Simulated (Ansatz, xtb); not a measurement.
# A geometry optimisation of H6NSi2 with r2SCAN-D4/def2-SVP

The starting geometry of this gas-phase doublet has its atoms placed at random.

```xyz
9

N    -0.7318   -1.3239    1.3696
Si   -0.4375    1.1630   -0.4814
Si    0.7182   -1.6197   -0.4113
H     0.5363   -1.6277    1.1751
H     0.7097    2.1273    0.1211
H    -1.8173    1.6109    0.0267
H     0.4305    0.4420    1.1852
H     1.5818   -0.2338   -0.4644
H     1.0170   -0.3862   -1.8189
```

**Question.** Guess where an optimisation with r2SCAN-D4/def2-SVP ends from this start.

**Answer.** It ends as `[NH][SiH2][SiH3]`. Contacts that open: Si3–H4 (1.60 → 2.35 Å). Contacts that close: N1–Si3 (2.32 → 1.75 Å), N1–H4 (1.32 → 1.03 Å), Si2–Si3 (3.01 → 2.36 Å), Si2–H7 (2.01 → 1.49 Å), Si3–H9 (1.90 → 1.49 Å).

The energy falls by 10.20 eV over 15 steps:

```json
{"step": "1", "E − E(last) (eV)": "10.204"}
{"step": "3", "E − E(last) (eV)": "6.033"}
{"step": "4", "E − E(last) (eV)": "4.320"}
{"step": "6", "E − E(last) (eV)": "2.076"}
{"step": "7", "E − E(last) (eV)": "1.301"}
{"step": "9", "E − E(last) (eV)": "0.226"}
{"step": "10", "E − E(last) (eV)": "0.064"}
{"step": "12", "E − E(last) (eV)": "0.004"}
{"step": "13", "E − E(last) (eV)": "0.001"}
{"step": "15", "E − E(last) (eV)": "0.000"}
```

Final geometry (Å):

```xyz
9

N    -0.2673   -1.9112    0.4263
Si   -0.1528    1.3220    0.2729
Si    0.6895   -0.7587   -0.4714
H     0.1307   -2.1309    1.3497
H     0.5618    2.4342   -0.4277
H    -1.6144    1.4156   -0.0129
H     0.0719    1.4528    1.7446
H     2.1752   -0.7757   -0.2493
H     0.4121   -0.8961   -1.9304
```

From the same start GFN2-xTB reaches the same bonding as this run.

From so rough a start the end depends on the optimiser's path, so another program may land elsewhere. The end wasn't checked by frequencies. Open shells are spin-unrestricted. Run with Ansatz 0.2.0, 3.1 min on 1 thread of Arm Neoverse V1 (shared host).
